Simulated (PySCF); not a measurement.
Cartesian coordinates (Å):
SMILES: [Cl]
```xyz
1

Cl     0.0000     0.0000     0.0000
```
Charge 0, spin multiplicity 2.

Question: What highest occupied spin orbital, dipole moment and total energy does TPSSh-D3(BJ)/def2-TZVP in PySCF 2.14.0 give?

Answer: 
| Property | Result |
|---|---|
| highest occupied spin orbital | -8.78 eV |
| dipole moment | 0.00 D |
| total energy | -460.1642 Ha |
